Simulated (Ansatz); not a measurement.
**CH5NS: rigid torsion scan in Python**

The task is a rigid torsion scan, for CH5NS.

All numbers are computed with Ansatz 0.2.0 through its Python package. Level of theory: CAM-B3LYP/def2-SVP.

### 1 The system

Bond lengths: N1–C2 1.383 Å, C2–S3 1.788 Å, N1–H4 1.071 Å, N1–H5 1.032 Å, C2–H6 1.109 Å, C2–H7 1.099 Å, S3–H8 1.279 Å. Angles: N1–C2–S3 108.4°, N1–C2–H6 110.2°, N1–C2–H7 111.8°, S3–C2–H6 110.3°, S3–C2–H7 109.3°, H6–C2–H7 106.8°, C2–N1–H4 107.4°, C2–N1–H5 113.1°, H4–N1–H5 105.5°, C2–S3–H8 97.2°.

No structure file is read: the coordinates are typed or built in the script.

### 2 The code

Contents of ch5ns_torsion.py:

```python
import ansatz as az
from ase import Atoms

BASIS_SET = "def2-SVP"
FUNCTIONAL = "cam_b3lyp"
FORCE_TOL = 0.02


def main() -> None:
    atoms = Atoms(["N", "C", "S", "H", "H", "H", "H", "H"], positions=[
        [-0.7321, 0.6728, -0.055],
        [0.5495, 0.1646, 0.0506],
        [0.5086, -1.2433, 1.1524],
        [-0.6942, 1.4999, -0.7341],
        [-1.4002, 0.0046, -0.47],
        [1.2376, 0.9403, 0.4426],
        [0.9465, -0.1495, -0.9246],
        [-0.3234, -1.9464, 0.4823],
    ])

    first = (
        az.Crystal.molecule_from_ase(atoms).calculation()
        .basis(gaussian=BASIS_SET)
        .functional(FUNCTIONAL)
        .relax(force_tolerance=FORCE_TOL, max_steps=80)
    )
    atoms.positions = first.run().report["positions_ang"]

    start = atoms.get_dihedral(0, 1, 2, 7)
    energies = {}
    for turn in range(0, 360, 40):
        turned = atoms.copy()
        turned.set_dihedral(0, 1, 2, 7, start + turn, indices=[2, 7])
        setup = az.Crystal.molecule_from_ase(turned).calculation()
        setup = setup.basis(gaussian=BASIS_SET)
        setup = setup.functional(FUNCTIONAL)
        energies[round((start + turn) % 360)] = setup.run().report["free_energy_ev"]
    floor = min(energies.values())
    print("dihedral N0-C1-S2-H7 (deg)   E - E(min) (kcal/mol)")
    for angle, e in sorted(energies.items()):
        print(f"{angle:8d} {23.060548 * (e - floor):14.3f}  " + "#" * int(30 * (e - floor) / max(max(energies.values()) - floor, 1e-9)))


if __name__ == "__main__":
    main()
```

### 3 What the engine is handed

The package turns the script's settings into the engine's input (first run):

```yaml
crystal:
  periodic: [false, false, false]
  atoms:
    - { symbol: "N", position_ang: [-0.7321, 0.6728, -0.055] }
    - { symbol: C, position_ang: [0.5495, 0.1646, 0.0506] }
    - { symbol: S, position_ang: [0.5086, -1.2433, 1.1524] }
    - { symbol: H, position_ang: [-0.6942, 1.4999, -0.7341] }
    - { symbol: H, position_ang: [-1.4002, 0.0046, -0.47] }
    - { symbol: H, position_ang: [1.2376, 0.9403, 0.4426] }
    - { symbol: H, position_ang: [0.9465, -0.1495, -0.9246] }
    - { symbol: H, position_ang: [-0.3234, -1.9464, 0.4823] }
basis:
  gaussian:
    orbitals: def2-SVP
hamiltonian:
  xc: cam_b3lyp
relax:
  f_tol: 0.02
  max_steps: 80
```

### 4 The run

Started as:

```bash
$ python ch5ns_torsion.py
```

Q: Predict the main results. Wanted: range of energy; lowest point, turn.

**Answer**, as computed:

```
              quantity     value
         runs compared         9
       range of energy  0.167 eV
lowest point, turn (°)       240
```

The lowest point lies at a turn of 240°, the highest 0.167 eV (16.1 kJ/mol) above it at 120°. The grid can miss the true lowest and highest points, and the rest of the molecule is held rigid. Run 0: After 6 moves the largest shift is 0.323 Å, of atom 8 (H). The scan is rigid and the energies are electronic, in a modest basis. With rigid groups the curve can differ much from the relaxed path, the start wasn't checked as a minimum of this torsion, and equivalent turns needn't return to the same energy.
